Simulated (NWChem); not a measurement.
System: Al anion, triplet

Here is an NWChem input.

```
start job
memory heap 200 mb stack 900 mb global 1100 mb
charge -1
geometry units angstroms noautoz
  Al     0.000000     0.000000     0.000000
end
basis spherical
  Al library aug-cc-pvdz
end
dft
  odft
  mult 3
  xc b3lyp
  iterations 150
  mulliken
end
task dft energy
```

Output (shortened):

```
             Northwest Computational Chemistry Package (NWChem) 7.3.0
             --------------------------------------------------------

                             Geometry "geometry" -> ""
                             -------------------------

 Output coordinates in angstroms (scale by  1.889725989 to convert to a.u.)

  No.       Tag          Charge          X              Y              Z
 ---- ---------------- ---------- -------------- -------------- --------------
    1 Al                  13.0000     0.00000000     0.00000000     0.00000000

 Effective nuclear repulsion energy (a.u.)       0.0000000000

                                 NWChem DFT Module
                                 -----------------

 Summary of "ao basis" -> "ao basis" (spherical)
 ------------------------------------------------------------------------------
       Tag                 Description            Shells   Functions and Types
 ---------------- ------------------------------  ------  ---------------------
 Al                       aug-cc-pvdz               11       27   5s4p2d

            General Information
            -------------------
          SCF calculation type: DFT
          Wavefunction type:  spin polarized.
          No. of atoms     :     1
          No. of electrons :    14
           Alpha electrons :     8
            Beta electrons :     6
          Charge           :    -1
          Spin multiplicity:     3
          Use of symmetry is: off; symmetry adaption is: off
          Maximum number of iterations: 150
          AO basis - number of functions:    27
                     number of shells:    11
          Convergence on energy requested:  1.00D-06
          Convergence on density requested:  1.00D-05
          Convergence on gradient requested:  5.00D-04

              XC Information
              --------------
                         B3LYP Method XC Potential
                     Hartree-Fock (Exact) Exchange  0.200
                        Slater Exchange Functional  0.800 local
                    Becke 1988 Exchange Functional  0.720 non-local
              Lee-Yang-Parr Correlation Functional  0.810
                  VWN I RPA Correlation Functional  0.190 local

             Grid Information
             ----------------
          Grid used for XC integration:  medium
          Radial quadrature: Mura-Knowles
          Angular quadrature: Lebedev.
          Tag              B.-S. Rad. Rad. Pts. Rad. Cut. Ang. Pts.
          ---              ---------- --------- --------- ---------
          Al                  1.25       88          13.0       590
          Grid pruning is: on
          Number of quadrature shells:    88
          Spatial weights used:  Erf1

      Superposition of Atomic Density Guess
      -------------------------------------

 Sum of atomic energies:        -241.87483209

 Renormalizing density from      13.00 to     14

      Non-variational initial energy
      ------------------------------

 Total energy =    -252.503382
 1-e energy   =    -362.519272
 2-e energy   =     110.015890
 HOMO         =       0.145950
 LUMO         =       0.145950

     ---------------------------------------------
      Total Density - Mulliken Population Analysis
     ---------------------------------------------

    Atom       Charge   Shell Charges
 -----------   ------   -------------------------------------------------------
    1 Al  13    14.00   2.00  2.05  0.36  1.25  0.34  6.04 -0.01 -0.25  2.22  0.00  0.00

     --------------------------------------------
      Spin Density - Mulliken Population Analysis
     --------------------------------------------

    Atom       Charge   Shell Charges
 -----------   ------   -------------------------------------------------------
    1 Al  13     2.00   0.00  0.00  0.00  0.00  0.00 -0.00  0.02 -0.23  2.22 -0.00  0.00

   convergence    iter        energy       DeltaE   RMS-Dens  Diis-err
 ---------------- ----- ----------------- --------- --------- ---------
 d= 0,ls=0.0,diis     1   -242.0860881691 -2.42D+02  8.44D-02  2.91D-01
                                                     3.02D-02  2.79D-01
 d= 0,ls=0.5,diis     2   -242.2436454756 -1.58D-01  1.58D-02  1.10D-01
                                                     1.16D-02  4.92D-02
 d= 0,ls=0.5,diis     3   -242.3309860943 -8.73D-02  1.08D-02  4.13D-02
                                                     5.61D-03  1.09D-02
 d= 0,ls=0.5,diis     4   -242.3712507900 -4.03D-02  3.87D-03  1.18D-02
                                                     1.28D-03  1.99D-03
 d= 0,ls=0.5,diis     5   -242.3818521560 -1.06D-02  2.91D-03  5.59D-03
                                                     1.33D-03  7.99D-04
  Resetting Diis
 d= 0,ls=0.5,diis     6   -242.3874779823 -5.63D-03  2.29D-03  3.22D-03
                                                     5.28D-04  4.29D-04
 d= 0,ls=0.5,diis     7   -242.3906126011 -3.13D-03  2.51D-03  2.24D-03
                                                     9.14D-04  2.96D-04
 d= 0,ls=0.5,diis     8   -242.3938238735 -3.21D-03  2.06D-03  1.11D-03
                                                     5.63D-04  3.72D-05
 d= 0,ls=0.5,diis     9   -242.3955272546 -1.70D-03  1.93D-03  7.99D-04
                                                     5.57D-04  8.55D-06
 d= 0,ls=0.5,diis    10   -242.3967518251 -1.22D-03  1.97D-03  6.23D-04
                                                     6.18D-04  4.11D-06
 d= 0,ls=0.5,diis    11   -242.3976556577 -9.04D-04  1.56D-03  5.47D-04
                                                     3.27D-04  2.45D-05
 d= 0,ls=0.5,diis    12   -242.3983354190 -6.80D-04  1.26D-03  4.73D-04
                                                     2.44D-04  4.21D-05
 d= 0,ls=0.5,diis    13   -242.3988192101 -4.84D-04  1.06D-03  4.12D-04
                                                     1.78D-04  5.16D-05
 d= 0,ls=0.5,diis    14   -242.3992014446 -3.82D-04  8.22D-04  3.46D-04
                                                     1.37D-04  5.29D-05
 d= 0,ls=0.5,diis    15   -242.3994943286 -2.93D-04  7.00D-04  2.75D-04
                                                     9.49D-05  4.47D-05
 d= 0,ls=0.5,diis    16   -242.3997212118 -2.27D-04  5.61D-04  2.13D-04
                                                     6.80D-05  3.67D-05
 d= 0,ls=0.5,diis    17   -242.3998894895 -1.68D-04  4.94D-04  1.62D-04
                                                     4.02D-05  2.82D-05
 d= 0,ls=0.5,diis    18   -242.4000178270 -1.28D-04  4.12D-04  1.23D-04
                                                     2.89D-05  2.18D-05
 d= 0,ls=0.5,diis    19   -242.4001131759 -9.53D-05  3.54D-04  9.20D-05
                                                     1.70D-05  1.62D-05
 d= 0,ls=0.5,diis    20   -242.4001846638 -7.15D-05  3.04D-04  6.87D-05
                                                     9.37D-06  1.20D-05
 d= 0,ls=0.5,diis    21   -242.4002377722 -5.31D-05  2.60D-04  5.13D-05
                                                     6.21D-06  9.00D-06
 d= 0,ls=0.5,diis    22   -242.4002771859 -3.94D-05  2.22D-04  3.82D-05
                                                     4.46D-06  6.73D-06
 d= 0,ls=0.5,diis    23   -242.4003064668 -2.93D-05  1.92D-04  2.83D-05
                                                     2.65D-06  4.99D-06
 d= 0,ls=0.5,diis    24   -242.4003281722 -2.17D-05  1.64D-04  2.10D-05
                                                     2.05D-06  3.71D-06
 d= 0,ls=0.5,diis    25   -242.4003442297 -1.61D-05  1.41D-04  1.56D-05
                                                     1.09D-06  2.74D-06
 d= 0,ls=0.5,diis    26   -242.4003561219 -1.19D-05  1.21D-04  1.15D-05
                                                     6.14D-07  2.03D-06
 d= 0,ls=0.5,diis    27   -242.4003649232 -8.80D-06  1.04D-04  8.55D-06
                                                     3.87D-07  1.50D-06
 d= 0,ls=0.5,diis    28   -242.4003714398 -6.52D-06  8.97D-05  6.33D-06
                                                     2.33D-07  1.11D-06
 d= 0,ls=0.5,diis    29   -242.4003762649 -4.83D-06  7.70D-05  4.69D-06
                                                     2.19D-07  8.23D-07
 d= 0,ls=0.5,diis    30   -242.4003798343 -3.57D-06  6.62D-05  3.47D-06
                                                     1.53D-07  6.08D-07
 d= 0,ls=0.5,diis    31   -242.4003824758 -2.64D-06  5.70D-05  2.57D-06
                                                     1.19D-07  4.50D-07
 d= 0,ls=0.5,diis    32   -242.4003844302 -1.95D-06  4.90D-05  1.90D-06
                                                     5.94D-08  3.32D-07
 d= 0,ls=0.5,diis    33   -242.4003858760 -1.45D-06  4.21D-05  1.41D-06
                                                     2.48D-08  2.46D-07
 d= 0,ls=0.5,diis    34   -242.4003869457 -1.07D-06  3.62D-05  1.04D-06
                                                     1.69D-08  1.82D-07
 d= 0,ls=0.5,diis    35   -242.4003877372 -7.92D-07  3.11D-05  7.71D-07
                                                     1.15D-08  1.34D-07
  Singularity in Pulay matrix. Error and Fock matrices removed.
  Singularity in Pulay matrix. Error and Fock matrices removed.
  Singularity in Pulay matrix. Error and Fock matrices removed.
 d= 0,ls=0.5,diis    36   -242.4003883228 -5.86D-07  2.68D-05  5.70D-07
                                                     1.78D-08  9.94D-08
  Singularity in Pulay matrix. Error and Fock matrices removed.
 d= 0,ls=0.5,diis    37   -242.4003887561 -4.33D-07  2.30D-05  4.22D-07
                                                     7.28D-09  7.35D-08
 d= 0,ls=0.5,diis    38   -242.4003890765 -3.20D-07  1.98D-05  3.12D-07
                                                     8.77D-09  5.44D-08
  Singularity in Pulay matrix. Error and Fock matrices removed.
  Singularity in Pulay matrix. Error and Fock matrices removed.
  Singularity in Pulay matrix. Error and Fock matrices removed.
 d= 0,ls=0.5,diis    39   -242.4003893136 -2.37D-07  1.70D-05  2.31D-07
                                                     1.01D-08  4.02D-08
 d= 0,ls=0.5,diis    40   -242.4003894889 -1.75D-07  1.47D-05  1.71D-07
                                                     9.58D-09  2.98D-08
  Singularity in Pulay matrix. Error and Fock matrices removed.
  Singularity in Pulay matrix. Error and Fock matrices removed.
  Singularity in Pulay matrix. Error and Fock matrices removed.
  Singularity in Pulay matrix. Error and Fock matrices removed.
 d= 0,ls=0.5,diis    41   -242.4003896186 -1.30D-07  1.26D-05  1.26D-07
                                                     1.09D-08  2.20D-08
  Singularity in Pulay matrix. Error and Fock matrices removed.
 d= 0,ls=0.5,diis    42   -242.4003897146 -9.60D-08  1.08D-05  9.35D-08
                                                     4.79D-09  1.63D-08
 d= 0,ls=0.5,diis    43   -242.4003897856 -7.10D-08  9.32D-06  6.92D-08
                                                     3.73D-09  1.21D-08

         Total DFT energy =     -242.400389838097
      One electron energy =     -339.116377235686
           Coulomb energy =      115.409526277480
    Exchange-Corr. energy =      -18.693538879891
 Nuclear repulsion energy =        0.000000000000

 Numeric. integr. density =       14.000000066548

                    DFT Final Alpha Molecular Orbital Analysis
                    ------------------------------------------

 Vector    6  Occ=1.000000D+00  E=-1.449313D-01
              MO Center=  1.3D-08,  9.2D-08,  1.0D-07, r^2= 2.3D+00
   Bfn.  Coefficient  Atom+Function         Bfn.  Coefficient  Atom+Function
  ----- ------------  ---------------      ----- ------------  ---------------
     3      0.544233  1 Al s                  4      0.478628  1 Al s
     5      0.066377  1 Al s

 Vector    7  Occ=1.000000D+00  E= 3.591509D-02
              MO Center=  5.7D-08,  5.6D-08,  1.4D-09, r^2= 8.0D+00
   Bfn.  Coefficient  Atom+Function         Bfn.  Coefficient  Atom+Function
  ----- ------------  ---------------      ----- ------------  ---------------
    13      0.333201  1 Al py                14     -0.331756  1 Al pz
    16      0.282846  1 Al py                17     -0.281575  1 Al pz
    10      0.254442  1 Al py                11     -0.253327  1 Al pz
    12      0.057465  1 Al px                15      0.048788  1 Al px
     9      0.043883  1 Al px

 Vector    8  Occ=1.000000D+00  E= 3.591510D-02
              MO Center=  1.2D-07,  3.0D-08,  2.8D-08, r^2= 8.0D+00
   Bfn.  Coefficient  Atom+Function         Bfn.  Coefficient  Atom+Function
  ----- ------------  ---------------      ----- ------------  ---------------
    12      0.470304  1 Al px                15      0.398925  1 Al px
     9      0.359075  1 Al px                14      0.042356  1 Al pz
    13     -0.038951  1 Al py                17      0.035973  1 Al pz
    16     -0.032979  1 Al py                11      0.032350  1 Al pz
    10     -0.029724  1 Al py

 Vector    9  Occ=0.000000D+00  E= 7.688221D-02
              MO Center=  5.7D-09,  1.9D-07,  2.0D-07, r^2= 1.2D+01
   Bfn.  Coefficient  Atom+Function         Bfn.  Coefficient  Atom+Function
  ----- ------------  ---------------      ----- ------------  ---------------
    16      0.418680  1 Al py                17      0.419930  1 Al pz
    13      0.245882  1 Al py                14      0.246676  1 Al pz
    10      0.215032  1 Al py                11      0.215706  1 Al pz

 Vector   10  Occ=0.000000D+00  E= 1.172102D-01
              MO Center=  5.6D-06, -6.2D-06,  9.4D-06, r^2= 1.5D+01
   Bfn.  Coefficient  Atom+Function         Bfn.  Coefficient  Atom+Function
  ----- ------------  ---------------      ----- ------------  ---------------
     5      1.762010  1 Al s                  4     -1.331515  1 Al s
     2      0.114731  1 Al s                 24     -0.040675  1 Al d -1
     3     -0.033705  1 Al s

 Vector   11  Occ=0.000000D+00  E= 1.172909D-01
              MO Center=  3.3D-06,  3.2D-06, -3.2D-06, r^2= 2.4D+01
   Bfn.  Coefficient  Atom+Function         Bfn.  Coefficient  Atom+Function
  ----- ------------  ---------------      ----- ------------  ---------------
    15      0.664922  1 Al px                16      0.648816  1 Al py
    17     -0.641103  1 Al pz                12     -0.433569  1 Al px
    13     -0.423223  1 Al py                14      0.417995  1 Al pz
     9     -0.124768  1 Al px                10     -0.121819  1 Al py
    11      0.120292  1 Al pz

                     DFT Final Beta Molecular Orbital Analysis
                     -----------------------------------------

 Vector    4  Occ=1.000000D+00  E=-2.508648D+00
              MO Center= -1.7D-11, -3.3D-11,  6.8D-11, r^2= 1.3D-01
   Bfn.  Coefficient  Atom+Function         Bfn.  Coefficient  Atom+Function
  ----- ------------  ---------------      ----- ------------  ---------------
     7      0.649318  1 Al py                 8     -0.644226  1 Al pz
     6      0.408057  1 Al px

 Vector    5  Occ=1.000000D+00  E=-2.508648D+00
              MO Center= -3.5D-10,  1.3D-10, -9.7D-11, r^2= 1.3D-01
   Bfn.  Coefficient  Atom+Function         Bfn.  Coefficient  Atom+Function
  ----- ------------  ---------------      ----- ------------  ---------------
     6      0.914665  1 Al px                 8      0.291576  1 Al pz
     7     -0.285523  1 Al py

 Vector    6  Occ=1.000000D+00  E=-1.096928D-01
              MO Center=  4.7D-08, -2.1D-07, -2.3D-07, r^2= 2.3D+00
   Bfn.  Coefficient  Atom+Function         Bfn.  Coefficient  Atom+Function
  ----- ------------  ---------------      ----- ------------  ---------------
     3      0.560421  1 Al s                  4      0.454907  1 Al s
     5      0.075573  1 Al s

[...]
```

Level: B3LYP/aug-cc-pVDZ, spin-unrestricted. The open p shell is one determinant without spherical averaging. No stability test was run on the SCF state. The highest occupied level is positive, so the extra electron may be held by the finite basis. B3LYP is NWChem's, with the RPA form of VWN correlation.
